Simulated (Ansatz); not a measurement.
# B$_{2}$H, quartet: reading a ladder of total energies

Geometry: a PBE0/def2-TZVP stationary point for this spin, not checked as a minimum.

```csv
atom,x (Å),y (Å),z (Å)
B,0.0000,0.0000,0.1141
B,0.0000,0.0000,-1.4064
H,0.0000,0.0000,1.2923
```

Basis 6-31G; Ansatz 0.2.0. Only valence electrons are correlated (noble-gas cores frozen), which leaves 7 electrons in 18 orbitals. Prefix R: restricted or restricted open-shell reference; prefix U: unrestricted.

Full CI is exact within this basis and frozen core; it isn't the basis-set limit. The frozen core follows each run's orbitals, which can shift R against U totals by a few meV.

Runs differ by some tens of microhartree through their thresholds and, for an open shell, their frozen cores, so steps under 0.1 kcal/mol mean nothing.

```csv
level,total energy (hartree)
UHF,-49.779015
UMP2,-49.842714
UCCSD,-49.862901
UCCSD(T),-49.864839
UCCSDT,-49.865488
UCCSDT(Q),-49.865639
UCCSDTQ,-49.865683
full CI,-49.865674
```

Question: What is the correlation energy at full CI, and what share of it do UMP2 and UCCSD recover?

Answer: E(corr) = -49.865674 − (-49.779015) = -0.086659 hartree = -2.358 eV. UMP2: -0.063699 / -0.086659 = 73.51 %. UCCSD: -0.083886 / -0.086659 = 96.80 %.

Question: By how many kcal/mol does UCCSD(T) miss full CI (1 hartree = 627.509 kcal/mol), and which steps make up the rest?

Answer: -49.864839 − (-49.865674) = 0.000835 hartree = 0.52 kcal/mol. Steps: UCCSDT − UCCSD(T) = -0.41, UCCSDT(Q) − UCCSDT = -0.09, UCCSDTQ − UCCSDT(Q) = -0.03, full CI − UCCSDTQ = 0.01 kcal/mol. That is within 1 kcal/mol of the reference in this basis, which itself misses far more of the correlation at the basis-set limit.
